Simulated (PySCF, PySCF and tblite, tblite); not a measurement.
# diaminoborane (BN2H5): conformers and averaged spectra

Which conformers does diaminoborane (BN2H5) (`NBN`) populate, and what do their averaged NMR parameters look like?

Computed with tblite 0.8.0 (tight binding) and PySCF 2.14.0 (DFT, with response routines of our own); each step states its level. Atoms count from 0 throughout.

## (1) The starting structure

8 atoms, charge 0, multiplicity 1; geometry from: UFF geometry.

Bonds of the start (Å): B1–H5 1.19, B1–N2 1.52, N0–B1 1.50, N0–H3 1.04, N0–H4 1.04, N2–H6 1.04, N2–H7 1.04.

## (2) GFN2-xTB relaxation, conformer 1

Job settings and geometry (Å):

```
{"job": {"xc": "GFN2-xTB", "basis": "xTB", "kind": "relax"}, "charge": 0, "multiplicity": 1}
N     -1.305000     0.542700     0.062900
B     -0.005800    -0.186200     0.274600
N      1.277100     0.297400    -0.390700
H     -2.053300     0.034600     0.580900
H     -1.546000     0.456800    -0.943700
H      0.032700    -1.139500     0.988100
H      1.639800    -0.492200    -0.962800
H      1.969400     0.495900     0.366200
```

On the command line:

```bash
$ OMP_NUM_THREADS=1 python ens_run.py task.json out
```

One launch serves the whole session.

Log:

```text
step      E/eV     max force
  0    -261.65667    2.921
  1    -261.85851    2.053
  2    -262.02121    1.487
  3    -262.08502    1.027
  4    -262.20822    1.535
  5    -262.27851    1.339
  6    -262.37289    1.012
  7    -262.38613    1.273
  8    -262.41343    0.488
  9    -262.43133    0.456
 10    -262.45722    0.626
 11    -262.47341    0.320
 12    -262.48594    0.313
 13    -262.49750    0.471
 14    -262.51417    0.567
 15    -262.52914    0.541
 16    -262.54196    0.315
 17    -262.54912    0.362
 18    -262.56186    0.550
 19    -262.60847    1.422
 20    -262.65320    1.813
 21    -262.73086    1.088
 22    -262.76610    1.801
 23    -262.80141    1.639
 24    -262.85972    0.618
 25    -262.88358    0.675
 26    -262.92431    0.787
 27    -262.94626    0.606
 28    -262.97934    0.645
 29    -263.00803    0.590
 30    -263.03897    0.561
 31    -263.05280    0.343
 32    -263.06178    0.338
 33    -263.06953    0.379
 34    -263.07633    0.309
 35    -263.07995    0.313
 36    -263.08354    0.214
 37    -263.08860    0.158
 38    -263.09054    0.122
 39    -263.09215    0.139
 40    -263.09281    0.067
 41    -263.09312    0.045
 42    -263.09331    0.059
 43    -263.09351    0.054
 44    -263.09365    0.043
 45    -263.09374    0.045
 46    -263.09383    0.053
 47    -263.09390    0.043
 48    -263.09393    0.016
 49    -263.09393    0.016
 50    -263.09393    0.007
 51    -263.09394    0.005
 52    -263.09394    0.005
 53    -263.09394    0.005
 54    -263.09394    0.004
```

It took 0.09 s on 1 thread of Arm Neoverse V2, shared host.

Gain 1.437 eV; displacement 0.57 Å root mean square.

## (3) DFT optimisation, start 1: PBE0-D3(BJ)/def2-SVP

Job settings and geometry (Å):

```
{"job": {"kind": "geom", "xc": "PBE0", "basis": "def2-SVP", "d3": "d3bj", "grid": 1, "maxiter": 40}, "charge": 0, "multiplicity": 1}
N     -1.218581     0.090683    -0.116993
B      0.018838    -0.207746     0.469435
N      1.158396     0.530446     0.122021
H     -2.099588    -0.077917     0.331197
H     -1.312293     0.495944    -1.031800
H      0.101184    -1.076183     1.252296
H      1.124073     1.485000    -0.190235
H      2.090411     0.162644     0.160584
```

Log:

```text
step      E/eV     max force
  0     -3732.53258   1.1264
  1     -3732.72126   1.1040
  2     -3732.74520   1.6112
  3     -3732.80658   0.6816
  4     -3732.82872   0.3201
  5     -3732.81177   1.9675
  6     -3732.84315   0.5252
  7     -3732.85211   0.6818
  8     -3732.85050   0.5913
  9     -3732.85604   0.2118
 10     -3732.85753   0.0683
 11     -3732.85773   0.0847
 12     -3732.85785   0.0618
 13     -3732.85794   0.0509
 14     -3732.85806   0.0350
 15     -3732.85813   0.0203
```

Run time: 14 s. Hardware: 1 thread of Arm Neoverse V2, shared host; peak memory 0.28 GiB.

Relaxing gained 0.326 eV and moved the atoms by 0.29 Å on average (rms).

## (4) DFT optimisation, start 2: PBE0-D3(BJ)/def2-SVP

Job settings and geometry (Å):

```
{"job": {"kind": "geom", "xc": "PBE0", "basis": "def2-SVP", "d3": "d3bj", "grid": 1, "maxiter": 40}, "charge": 0, "multiplicity": 1}
N      1.291413    -0.439092     0.341482
B     -0.000524     0.260721    -0.047839
N     -1.289453    -0.536737    -0.162429
H      1.651032     0.039804     1.197258
H      1.978741    -0.256953    -0.423650
H     -0.002860     1.424012    -0.261289
H     -1.978029    -0.097499     0.488688
H     -1.650321    -0.394255    -1.132221
```

Log:

```text
step      E/eV     max force
  0     -3730.69065   2.5025
  1     -3730.85359   0.9688
  2     -3730.87592   0.1860
  3     -3730.87855   0.1113
  4     -3730.85769   2.2436
  5     -3730.88497   0.4068
  6     -3730.89430   1.1162
  7     -3730.89556   1.8318
  8     -3730.90026   2.1850
  9     -3730.90967   0.9863
 10     -3730.96666   1.6482
 11     -3731.03613   2.6037
 12     -3731.00560   2.0722
 13     -3731.09639   2.5151
 14     -3731.19618   2.1679
 15     -3731.31482   1.8996
 16     -3731.43926   2.6796
 17     -3731.59764   1.6874
 18     -3731.74658   1.9349
 19     -3731.77974   3.0844
 20     -3731.37573   8.7360
 21     -3731.94868   1.8030
 22     -3732.11026   1.3816
 23     -3732.23355   1.3765
 24     -3732.37846   1.8305
 25     -3732.54707   1.4627
 26     -3732.63667   1.9212
 27     -3732.60792   3.3772
 28     -3732.72655   0.8305
 29     -3732.78390   0.4609
 30     -3732.82963   0.6405
 31     -3732.83484   0.9298
 32     -3732.84641   0.5186
 33     -3732.85173   0.4156
 34     -3732.85306   0.3024
 35     -3732.85523   0.1511
 36     -3732.85573   0.0768
 37     -3732.85610   0.0906
 38     -3732.85630   0.0853
 39     -3732.85645   0.0557
 40     -3732.85680   0.0910
 41     -3732.85733   0.1261
 42     -3732.85778   0.0996
 43     -3732.85798   0.0374
 44     -3732.85802   0.0229
```

It took 40 s on 1 thread of Arm Neoverse V2, shared host; peak memory 0.28 GiB.

Gain 2.167 eV; displacement 0.88 Å root mean square.

## (5) DFT optimisation, start 3: PBE0-D3(BJ)/def2-SVP

Job settings and geometry (Å):

```
{"job": {"kind": "geom", "xc": "PBE0", "basis": "def2-SVP", "d3": "d3bj", "grid": 1, "maxiter": 40}, "charge": 0, "multiplicity": 1}
N     -1.442608     0.158646     0.638365
B      0.003327     0.512677     0.327922
N      1.052831    -0.583387     0.223054
H     -1.761021    -0.507969    -0.100189
H     -1.443809    -0.361564     1.544238
H      0.309638     1.642876     0.168212
H      1.482302    -0.503801    -0.725734
H      1.799340    -0.357478     0.917797
```

Log:

```text
step      E/eV     max force
  0     -3730.76654   2.5092
  1     -3730.92890   0.8805
  2     -3730.94742   0.1942
  3     -3730.95539   0.2731
  4     -3731.01876   1.4264
  5     -3731.12809   1.9343
  6     -3731.15473   4.2654
  7     -3731.32020   3.5880
  8     -3731.29304   3.9166
  9     -3731.53038   2.7761
 10     -3731.72060   1.4527
 11     -3731.89400   1.2135
 12     -3732.03836   1.7883
 13     -3732.10887   2.2476
 14     -3732.11900   3.6392
 15     -3732.19487   3.0351
 16     -3732.26406   1.5714
 17     -3732.31986   1.2478
 18     -3732.36368   0.6122
 19     -3732.42650   1.0087
 20     -3732.44907   2.3527
 21     -3732.52884   1.3192
 22     -3732.59352   1.3874
 23     -3732.61831   1.1120
 24     -3732.65514   0.8656
 25     -3732.69566   0.6412
 26     -3732.74631   0.8546
 27     -3732.78036   1.2262
 28     -3732.74731   2.0899
 29     -3732.82578   0.3719
 30     -3732.84319   0.4718
 31     -3732.84928   0.4377
 32     -3732.85309   0.2059
 33     -3732.85596   0.1349
 34     -3732.85684   0.1060
 35     -3732.85730   0.1272
 36     -3732.85770   0.0461
 37     -3732.85784   0.0412
 38     -3732.85797   0.0391
 39     -3732.85806   0.0264
 40     -3732.85814   0.0180
```

Wall time 36 s (1 thread of Arm Neoverse V2, shared host); peak memory 0.28 GiB.

The energy fell by 2.092 eV, and the atoms moved 0.86 Å (root mean square).

## (6) DFT optimisation, start 4: PBE0-D3(BJ)/def2-SVP

Job settings and geometry (Å):

```
{"job": {"kind": "geom", "xc": "PBE0", "basis": "def2-SVP", "d3": "d3bj", "grid": 1, "maxiter": 40}, "charge": 0, "multiplicity": 1}
N     -1.313085     0.545775     0.065512
B     -0.000405    -0.190495     0.286067
N      1.317189     0.561814     0.187529
H     -2.052046     0.027242     0.591245
H     -1.544391     0.458708    -0.949416
H     -0.002202    -1.344946     0.544512
H      1.890505     0.077598    -0.539003
H      1.808786     0.435859     1.100481
```

Log:

```text
step      E/eV     max force
  0     -3730.95998   2.6953
  1     -3731.41211   1.2216
  2     -3731.65718   2.2078
  3     -3731.90471   1.9217
  4     -3732.11062   2.7424
  5     -3732.33918   1.1517
  6     -3732.42355   2.0951
  7     -3732.23074   3.9070
  8     -3732.51484   1.3933
  9     -3732.54063   1.1010
 10     -3732.64002   0.7420
 11     -3732.66197   1.6188
 12     -3732.70049   1.1451
 13     -3732.71689   1.4977
 14     -3732.74941   0.9156
 15     -3732.77620   1.3922
 16     -3732.80278   0.3489
 17     -3732.81717   0.3844
 18     -3732.83186   0.6041
 19     -3732.84483   0.4846
 20     -3732.84996   0.3233
 21     -3732.85177   0.3574
 22     -3732.85514   0.1633
 23     -3732.85623   0.1331
 24     -3732.85755   0.1100
 25     -3732.85799   0.0663
 26     -3732.85818   0.0289
 27     -3732.85822   0.0118
```

Wall time 24 s (1 thread of Arm Neoverse V2, shared host); peak memory 0.28 GiB.

The energy fell by 1.898 eV, and the atoms moved 0.63 Å (root mean square).

## (7) Shieldings, conformer 1: B97-2/pcSseg-2

Job settings and geometry (Å):

```
{"job": {"xc": "B97-2", "basis": "pcSseg-2", "kind": "nmr", "pop": true}, "charge": 0, "multiplicity": 1}
N     -1.255890     0.127626    -0.088178
B      0.015970    -0.177116     0.442866
N      1.193878     0.512442     0.082547
H     -2.082055    -0.382174     0.184096
H     -1.432910     0.853521    -0.768865
H      0.100919    -1.077410     1.252150
H      1.231417     1.270170    -0.584657
H      2.091110     0.275811     0.476545
```

Log:

```text
coarse grid: 6312 points
cycle   1  E = -137.3913776094  dE =  1.562e-01  |g| = 5.224e-01  |ddm| = 1.736e+00
cycle   2  E = -137.3521376919  dE =  3.924e-02  |g| = 6.833e-01  |ddm| = 6.783e-01
cycle   3  E = -137.4540078158  dE = -1.019e-01  |g| = 4.065e-02  |ddm| = 3.765e-01
cycle   4  E = -137.4543528974  dE = -3.451e-04  |g| = 1.720e-02  |ddm| = 3.792e-02
cycle   5  E = -137.4544275318  dE = -7.463e-05  |g| = 1.681e-03  |ddm| = 1.278e-02
cycle   6  E = -137.4544283133  dE = -7.815e-07  |g| = 3.922e-04  |ddm| = 1.610e-03
final grid: 60056 points
cycle   7  E = -137.4563581917  dE = -5.931e-05  |g| = 2.636e-03  |ddm| = 2.847e-02
cycle   8  E = -137.4563579927  dE =  1.990e-07  |g| = 2.916e-03  |ddm| = 3.727e-03
cycle   9  E = -137.4563599119  dE = -1.919e-06  |g| = 3.508e-04  |ddm| = 1.744e-03
cycle  10  E = -137.4563599307  dE = -1.878e-08  |g| = 1.916e-04  |ddm| = 2.900e-04
cycle  11  E = -137.4563599391  dE = -8.390e-09  |g| = 1.787e-05  |ddm| = 1.238e-04
cycle  12  E = -137.4563599391  dE = -3.732e-11  |g| = 1.311e-05  |ddm| = 1.618e-05
converged SCF energy = -137.4563599391

GIAO shielding tensors (ppm)
atom      isotropic    diamagn.    paramagn.     s11        s22        s33       span
  0 N      198.129     318.063    -119.934    140.452    212.090    241.846    101.394
  1 B       75.947     193.182    -117.235     42.313     73.625    111.902     69.589
  2 N      198.219     318.014    -119.795    140.538    212.191    241.927    101.389
  3 H       29.047      30.938      -1.891     23.870     25.857     37.415     13.545
  4 H       29.362      32.266      -2.904     24.248     26.717     37.121     12.873
  5 H       27.251      29.793      -2.542     25.406     27.784     28.562      3.155
  6 H       29.377      32.266      -2.889     24.261     26.730     37.141     12.881
  7 H       29.054      30.889      -1.835     23.878     25.858     37.426     13.548
```

It took 7.7 s on 1 thread of Arm Neoverse V2, shared host; peak memory 0.74 GiB.

In short: HOMO -6.66 eV, LUMO 0.71 eV; dipole 1.37 D.

## (8) Single-point energy, conformer 1: CAM-B3LYP/def2-TZVP

The job, as its differences from that of step 7:

```diff
@@ -1,2 +1,2 @@
-{"job": {"xc": "B97-2", "basis": "pcSseg-2", "kind": "nmr", "pop": true}, "charge": 0, "multiplicity": 1}
+{"job": {"xc": "CAM-B3LYP", "basis": "def2-TZVP", "kind": "sp"}, "charge": 0, "multiplicity": 1}
 N     -1.255890     0.127626    -0.088178
```

Log:

```text
coarse grid: 6312 points
cycle   1  E = -137.3921062199  dE =  2.024e-01  |g| = 4.763e-01  |ddm| = 1.867e+00
cycle   2  E = -137.3946847684  dE = -2.579e-03  |g| = 5.003e-01  |ddm| = 5.952e-01
cycle   3  E = -137.4440278046  dE = -4.934e-02  |g| = 2.956e-02  |ddm| = 2.873e-01
cycle   4  E = -137.4442273141  dE = -1.995e-04  |g| = 1.384e-02  |ddm| = 3.644e-02
cycle   5  E = -137.4442747663  dE = -4.745e-05  |g| = 1.501e-03  |ddm| = 9.646e-03
cycle   6  E = -137.4442756109  dE = -8.446e-07  |g| = 2.698e-04  |ddm| = 2.651e-03
final grid: 60056 points
cycle   7  E = -137.4377411104  dE = -2.157e-05  |g| = 5.066e-03  |ddm| = 2.024e-02
cycle   8  E = -137.4377401218  dE =  9.885e-07  |g| = 5.642e-03  |ddm| = 4.978e-03
cycle   9  E = -137.4377460073  dE = -5.885e-06  |g| = 1.014e-04  |ddm| = 2.526e-03
cycle  10  E = -137.4377460134  dE = -6.077e-09  |g| = 2.849e-05  |ddm| = 1.956e-04
cycle  11  E = -137.4377460137  dE = -3.025e-10  |g| = 1.230e-05  |ddm| = 3.996e-05
converged SCF energy = -137.4377460137
```

Wall time 2 s (1 thread of Arm Neoverse V2, shared host); peak memory 0.49 GiB.

In short: HOMO -8.31 eV, LUMO 1.79 eV; dipole 1.37 D.

## (9) Couplings, conformer 1: B3LYP/pcJ-1

The job, as its differences from that of step 8:

```diff
@@ -1,2 +1,2 @@
-{"job": {"xc": "CAM-B3LYP", "basis": "def2-TZVP", "kind": "sp"}, "charge": 0, "multiplicity": 1}
+{"job": {"xc": "B3LYP", "basis": "pcJ-1", "kind": "j"}, "charge": 0, "multiplicity": 1}
 N     -1.255890     0.127626    -0.088178
```

Log:

```text
coarse grid: 6312 points
cycle   1  E = -137.3843568997  dE =  1.550e-01  |g| = 5.476e-01  |ddm| = 2.025e+00
cycle   2  E = -137.3394258891  dE =  4.493e-02  |g| = 7.311e-01  |ddm| = 7.954e-01
cycle   3  E = -137.4507311036  dE = -1.113e-01  |g| = 4.802e-02  |ddm| = 4.414e-01
cycle   4  E = -137.4512073397  dE = -4.762e-04  |g| = 2.083e-02  |ddm| = 4.943e-02
cycle   5  E = -137.4513151037  dE = -1.078e-04  |g| = 1.485e-03  |ddm| = 1.538e-02
cycle   6  E = -137.4513157179  dE = -6.142e-07  |g| = 2.967e-04  |ddm| = 1.625e-03
final grid: 60056 points
cycle   7  E = -137.4669743620  dE = -3.666e-05  |g| = 6.903e-03  |ddm| = 1.030e-02
cycle   8  E = -137.4669647116  dE =  9.650e-06  |g| = 9.909e-03  |ddm| = 8.354e-03
cycle   9  E = -137.4669836881  dE = -1.898e-05  |g| = 1.154e-04  |ddm| = 4.906e-03
cycle  10  E = -137.4669836898  dE = -1.696e-09  |g| = 8.172e-05  |ddm| = 1.601e-04
cycle  11  E = -137.4669836916  dE = -1.799e-09  |g| = 6.710e-06  |ddm| = 7.213e-05
cycle  12  E = -137.4669836916  dE = -1.160e-11  |g| = 1.409e-06  |ddm| = 6.717e-06
converged SCF energy = -137.4669836916

Indirect spin-spin couplings (Hz)
  i      j    bonds     total        FC       PSO       DSO        SD
  0 N    1 B    1    -33.370   -35.493     2.389    -0.078    -0.188
  0 N    2 N    2      0.926     0.849    -0.161    -0.007     0.245
  0 N    3 H    1    -89.083   -85.491    -2.963    -0.215    -0.414
  0 N    4 H    1    -83.966   -80.191    -3.129    -0.228    -0.418
  0 N    5 H    2     -7.465    -7.799     0.214     0.104     0.016
  0 N    6 H    3     -1.817    -2.092     0.138     0.059     0.078
  0 N    7 H    3     -5.123    -5.218    -0.163     0.254     0.004
  1 B    2 N    1    -33.370   -35.492     2.388    -0.078    -0.188
  1 B    3 H    2      2.403     3.402     0.014    -0.919    -0.094
  1 B    4 H    2      0.177     1.198     0.093    -0.980    -0.135
  1 B    5 H    1    138.431   138.187    -0.909     0.919     0.234
  1 B    6 H    2      0.169     1.192     0.092    -0.980    -0.135
  1 B    7 H    2      2.423     3.422     0.016    -0.920    -0.095
  2 N    3 H    3     -5.124    -5.219    -0.163     0.254     0.004
  2 N    4 H    3     -1.816    -2.090     0.138     0.059     0.078
  2 N    5 H    2     -7.458    -7.792     0.214     0.104     0.016
  2 N    6 H    1    -83.947   -80.170    -3.130    -0.228    -0.419
  2 N    7 H    1    -89.090   -85.496    -2.964    -0.215    -0.414
  3 H    4 H    2     -1.345    -2.499     6.532    -5.637     0.259
  3 H    5 H    3      4.810     5.060     0.353    -0.645     0.042
  3 H    6 H    4     -0.406    -0.129     2.111    -2.359    -0.029
  3 H    7 H    4      2.712     2.945     2.178    -2.374    -0.036
  4 H    5 H    3     13.126    13.406     2.932    -3.206    -0.005
  4 H    6 H    4      0.372     0.279    -0.809     0.737     0.166
  4 H    7 H    4     -0.406    -0.129     2.111    -2.358    -0.029
  5 H    6 H    3     13.105    13.386     2.933    -3.208    -0.005
  5 H    7 H    3      4.804     5.055     0.355    -0.648     0.042
  6 H    7 H    2     -1.384    -2.540     6.535    -5.640     0.261
```

Wall time 6.9 s (1 thread of Arm Neoverse V2, shared host); peak memory 0.48 GiB.

In short: HOMO -6.50 eV, LUMO 1.25 eV; dipole 1.47 D.

## (10) Averages: properties at B97-2/pcSseg-2

Job settings and geometry (Å):

```
{"job": {"study": "conf", "smiles": "NBN", "search": {"seed": 9558, "n_embed": 90, "ff_keep": 18, "window": 3.0, "nmax": 8, "temps": [200, 250, 298.15, 350, 400], "t_ref": 298.15, "order": 0.002, "geom": true}, "level": {"nmr": {"xc": "B97-2", "basis": "pcSseg-2"}, "sp": {"xc": "CAM-B3LYP", "basis": "def2-TZVP"}, "j": {"xc": "B3LYP", "basis": "pcJ-1", "top": 4}}, "kind": "conf"}, "charge": 0, "multiplicity": 1}
N     -1.255890     0.127626    -0.088178
B      0.015970    -0.177116     0.442866
N      1.193878     0.512442     0.082547
H     -2.082055    -0.382174     0.184096
H     -1.432910     0.853521    -0.768865
H      0.100919    -1.077410     1.252150
H      1.231417     1.270170    -0.584657
H      2.091110     0.275811     0.476545
```

Log:

```text
conformer  sym    E(xTB)   E(DFT)   G(298.15 K)  weight  dipole/D
    1     C2v     0.000    0.000    0.000   1.0000    1.368

mean shielding (ppm) by class
class atoms           200 K      250 K   298.15 K      350 K      400 K
  0 N  0,2          198.174    198.174    198.174    198.174    198.174
  1 B  1             75.947     75.947     75.947     75.947     75.947
  2 H  3,4,6          29.21      29.21      29.21      29.21      29.21
  3 H  5             27.251     27.251     27.251     27.251     27.251
```

Run time: 18 s. Hardware: 1 thread of Arm Neoverse V2, shared host. This counts the runs that the step sums up.

The search (ETKDG and KDG, UFF, GFN2-xTB) embedded 90 structures, kept 10 distinct ones after the force field and 1 after xTB; 1 was carried on (window 3.0 kcal/mol at the search's own energies). Energies: CAM-B3LYP/def2-TZVP with D3(BJ).

Conformer by conformer (298 K):

```tsv
no.	group	mirror pair	ΔE xTB	ΔE DFT	ΔG	weight (%)	μ (D)	H3–N0–B1–N2 (°)	N0–B1–N2–H6 (°)	A, B, C (GHz)
1	C2v	no	0.00	0.00	0.00	100.0	1.37	180	0	53.19, 9.03, 7.72
```

Energies in kcal/mol. ΔG holds xTB vibrations and rotation, symmetry numbers and mirror pairs.

Shifts against references run at the same level (¹H TMS 31.36, ¹¹B BF3·OEt2 100.1, ¹⁵N NH3 259.6 ppm of shielding), by class of atoms, at 298 K:

```tsv
atoms	environment	average
H5	hydrogen on a boron bonded to 2 N	4.11
H3, H4, H6, H7	hydrogen on a nitrogen bonded to B	2.15
N0, N2	nitrogen bonded to B, 2 H	61.4
B1	boron bonded to 2 N, H	24.2
```

Couplings (Hz, B3LYP/pcJ-1; one pair named for each class), from conformers that hold 100 % of the weight:

```tsv
pair	bonds	average
B1–H5	1	138.4
N0–H3	1	-86.5
N0–B1	1	-33.4
N0–H5	2	-7.5
H3–H4	2	-1.4
B1–H3	2	1.3
N0–N2	2	0.9
H3–H5	3	9.0
N0–H6	3	-3.5
H3–H6	4	0.6
```

Effective distances for nuclear Overhauser effects, ⟨r⁻⁶⟩^(−1/6) over all pairs of two classes (Å): H3···H5 2.73.

## (11) Summary of results

| quantity | value |
| --- | --- |
| conformers | 1; the first in weight is no. 1 (C2v), 100 % at 298 K |
| root-mean-square dipole | 1.37 D |
| averaged ¹H shifts (B97-2/pcSseg-2) | 4.11, 2.15 ppm |

What this shows: The search found one conformer in the window, so the averages are its own values. Where an open-chain amide-type bond turns slowly on the NMR time scale, such averages don't hold. Protons on O, N, S or Se exchange and bind to solvent, so their values hold for the lone molecule only.
